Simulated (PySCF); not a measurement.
**Ionisation energy of Si by level of theory**

Si [Ne] 3s2 3p2 (3P) → Si+ [Ne] 3s2 3p1 (2P), as a difference of total energies. All numbers are calculated (PySCF 2.14, no relativity, point nucleus, in def2-SVP (4s3p1d, 18 functions)). Correlated levels: valence: [Ne] frozen. The calculations carry no spin-orbit coupling.

```csv
method,ionisation energy (eV)
UHF,7.645
M06-2X,7.985
BP86,8.248
MP2 (valence),7.870
SCS-MP2 (valence),7.803
CCSD (valence),7.875
CCSD(T) (valence),7.884
```

**Question.** How much does correlation contribute at CCSD(T) (valence)?

**Answer.** 7.884 − (7.645) = 0.239 eV, measured against UHF.

Errors of the correlated levels include the incompleteness of this basis and the frozen core.

For comparison: 8.157 eV (measured; NIST levels, between the centres of gravity of the two terms).
